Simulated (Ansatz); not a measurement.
**PH4 (doublet): from Hartree-Fock to the top rungs at scale of all distances = 1.137, 6-31G**

How much of the correlation energy of PH4 (doublet) does each wave-function method recover here?

Method: 6-31G, core rule «outside noble gas», up to 5 orbitals frozen; program: Ansatz 0.2.0, Gaussian basis.

Plan: UHF; CCSD(T) on ROHF; CCSD(T) on UHF; BCCD(T) on ROHF; CISD; CCSDT(Q) on ROHF; CCSDT(Q) on UHF; CISDTQ; CCSDTQ on ROHF; CCSDTQ on UHF; CASSCF and MRCISD+Q, 3 electrons in 3 orbitals; CASSCF and NEVPT2, 3 electrons in 3 orbitals; CASSCF and MRCISD+Q, 9 electrons in 8 orbitals; CASSCF and NEVPT2, 9 electrons in 8 orbitals; Full CI.

20 further runs of the same task are left out: 3 for a known fault of the program, 13 that didn't finish, 4 set aside as unsound or not needed.

## (1) The geometry

The geometry derives from a PBE0/def2-TZVP stationary point (not a proven minimum). All distances are scaled together.

5 atoms, charge 0, spin multiplicity 2.

Atoms are counted from 1 here; the program's logs count them from 0.

Bond lengths: P1–H3 1.603 Å, P1–H4 1.603 Å. Angles: H3–P1–H4 99.8°.

Geometry (Å):

```
P     0.05188    0.00000    0.00000
H     0.18371    0.00000   -1.72218
H    -0.98081    1.22596    0.00000
H    -0.98081   -1.22596    0.00000
H     0.18371    0.00000    1.72218
```

## (2) UHF

Contents of in.yaml:

```yaml
crystal:
  periodic: [false, false, false]
  atoms:
    - {symbol: P, position_ang: [0.051878, 0.000000, 0.000000]}
    - {symbol: H, position_ang: [0.183713, 0.000000, -1.722178]}
    - {symbol: H, position_ang: [-0.980810, 1.225957, 0.000000]}
    - {symbol: H, position_ang: [-0.980810, -1.225957, 0.000000]}
    - {symbol: H, position_ang: [0.183713, 0.000000, 1.722178]}
basis:
  gaussian: {orbitals: 6-31G}
magnetization: {spin_polarized: true, initial_magnetization: 1}
hamiltonian: {xc: hf}
output: {orbitals: {seedname: orbitals}}
```

Run with:

```bash
$ ansatz run in.yaml --threads 1 --pin off --events-out ev --progress --plain --max-ram 2393MiB
```

After this run come: CCSD(T) on ROHF; CCSD(T) on UHF; BCCD(T) on ROHF; CISD; CCSDT(Q) on ROHF; CCSDT(Q) on UHF; CISDTQ; CCSDTQ on ROHF; CCSDTQ on UHF; CASSCF and MRCISD+Q, 3 electrons in 3 orbitals; CASSCF and NEVPT2, 3 electrons in 3 orbitals; CASSCF and MRCISD+Q, 9 electrons in 8 orbitals; CASSCF and NEVPT2, 9 electrons in 8 orbitals; Full CI.

Q: Predict the results of all the runs planned. Wanted: FCI below the RHF energy; RMP2 from FCI; UMP2 from FCI; RCCSD from FCI; RCCSD(T) from FCI; UCCSD(T) from FCI; RCCSDT(Q) from FCI; UCCSDT(Q) from FCI; NEVPT2 pair from FCI.

The runs gave:

```
                         quantity                                                                                                                                         value
         FCI below the RHF energy                                                                                                                                    -3.3373 eV
                    RMP2 from FCI                                                                                                                                  +90.8 kJ/mol
                    UMP2 from FCI                                                                                                                                  +90.5 kJ/mol
                   RCCSD from FCI                                                                                                                                   +6.3 kJ/mol
                RCCSD(T) from FCI                                                                                                                                   +1.8 kJ/mol
                UCCSD(T) from FCI                                                                                                                                   +1.8 kJ/mol
               RCCSDT(Q) from FCI                                                                                                                                    0.0 kJ/mol
               UCCSDT(Q) from FCI                                                                                                                                    0.0 kJ/mol
             NEVPT2 pair from FCI                                                                                                                                  +62.9 kJ/mol
           MRCISD+Q pair from FCI                                                                                                                                   -0.4 kJ/mol
          NEVPT2 valence from FCI                                                                                                                                  +18.9 kJ/mol
levels within 1 kcal/mol (43 meV)  RCCSD(T), UCCSD(T), BCCD(T), RCCSDT, UCCSDT, CISDTQ, RCCSDT(Q), UCCSDT(Q), RCCSDTQ, UCCSDTQ, MRCISD+Q pair, MRCISD valence, MRCISD+Q valence
                    T1 diagnostic                                                                                                                                         0.029
   effectively unpaired electrons                                                                                                                                          1.08
```

In words: RCCSD(T) lands +1.8 kJ/mol from the yardstick (0.5 % of the correlation energy). MRCISD+Q pair falls below full CI: the +Q correction isn't variational, and the cores differ from full CI's. One determinant dominates. Of the multireference levels listed MRCISD+Q pair comes nearest in total energy (-0.4 kJ/mol), which doesn't show that its space is the better one. These misses are within one basis, not against nature; the frozen cores of restricted and unrestricted runs differ, which can shift their rows.
